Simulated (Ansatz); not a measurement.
Geometry optimisation, Ansatz, RKS BLYP/6-31G*.

The input (input.yaml):

```yaml
crystal:
  periodic: [false, false, false]
  atoms:
    - { symbol: C, position_ang: [-0.28976, -0.41158, -0.29805] }
    - { symbol: O, position_ang: [0.2994, 0.50518, 0.67875] }
    - { symbol: H, position_ang: [-0.01981, -1.42456, -0.00468] }
    - { symbol: H, position_ang: [-1.37168, -0.30224, -0.24191] }
    - { symbol: H, position_ang: [0.05832, -0.2057, -1.30933] }
    - { symbol: H, position_ang: [0.04775, 1.43196, 0.47638] }
    - { symbol: H, position_ang: [1.27577, 0.40695, 0.69885] }
total_charge: 1
basis:
  gaussian: { orbitals: "6-31G*" }
hamiltonian:
  xc: blyp
relax:
  f_tol: 0.02
  max_steps: 40
```

Command:

```bash
$ ansatz run input.yaml --threads 1 --pin off --max-ram 2048MiB --backend cpu --events-out ev --progress --plain --runs-dir out
```

Q: Where does it end, and by what steps?

A: The run converged. After 4 steps the energy has fallen by 0.108 eV; C1 moved furthest, 0.08 Å.

```csv
step,energy less start (eV),largest force component (eV/Å),accepted
0,0.0000,1.355,yes
1,-0.0749,0.785,yes
2,-0.1063,0.134,yes
3,-0.1077,0.026,yes
4,-0.1077,0.006,yes
```

```xyz
7
Properties=species:S:1:pos:R:3
C -0.322 -0.461 -0.346
O 0.308 0.514 0.677
H -0.015 -1.450 0.009
H -1.399 -0.298 -0.235
H 0.063 -0.209 -1.342
H 0.068 1.463 0.510
H 1.297 0.441 0.727
```

Whether the end is a true minimum wasn't checked by a vibrational analysis.

The run took 4.3 s on 1 thread of Arm Neoverse V2 (shared host), peak memory 0.095 GiB.
